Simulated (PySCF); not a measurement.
NaB: frontier orbitals

UHF at R = 2.489 Å; PySCF, no relativity, basis sets Na def2-TZVPP, B def2-TZVPP. State: ³Π (triplet), unpaired electrons σ ↑, π ↑. Only the outer orbitals are listed, counted within each symmetry.

| spin | orbital | occ. | ε (eV) | on Na (%) | main shells (%) |
| --- | --- | --- | --- | --- | --- |
| α | 1π | 1 | -41.66 | 100 | 100 Na p |
| α | 1π | 1 | -41.66 | 100 | 100 Na p |
| α | 4σ | 1 | -41.65 | 100 | 100 Na p |
| α | 5σ | 1 | -13.74 | 7 | 93 B s |
| α | 2π | 1 | -6.15 | 7 | 93 B p |
| α | 6σ | 1 | -6.13 | 25 | 75 B p, 23 Na s |
| α | 7σ | 0 | -0.16 | 91 | 52 Na s, 40 Na p |
| α | 2π | 0 | 0.87 | 96 | 96 Na p |
| α | 3π | 0 | 1.30 | 102 | 101 Na p |
| β | 1π | 1 | -41.62 | 100 | 100 Na p |
| β | 1π | 1 | -41.60 | 100 | 100 Na p |
| β | 4σ | 1 | -41.58 | 100 | 100 Na p |
| β | 5σ | 1 | -9.64 | 7 | 90 B s |
| β | 6σ | 0 | -0.17 | 95 | 57 Na s, 38 Na p |
| β | 2π | 0 | 1.11 | 101 | 100 Na p |
| β | 2π | 0 | 1.28 | 105 | 105 Na p |

Task: Which are the highest filled and the lowest empty level, where do they sit, and how wide is the gap?

Result: Highest filled α 6σ at -6.13 eV (in %: 75 B p, 23 Na s); lowest empty β 6σ at -0.17 eV (in %: 57 Na s, 38 Na p); the gap at UHF is 5.96 eV.

```json
{
 "bond order (Mayer)": "0.70",
 "⟨S²⟩": "2.015",
 "charge on Na (Mulliken, basis-dependent)": "0.54",
 "charge on Na (Löwdin, basis-dependent)": "0.31",
 "dipole moment (positive dipole means Na(−)B(+))": "-7.35 D",
 "polarisability along the bond": "149.5 bohr³",
 "polarisability across the bond": "63.3 bohr³"
}
```

Shares are Mulliken populations and can fall outside 0 to 100 %.

The state was picked by a PBE0 search and need not be the measured ground state.
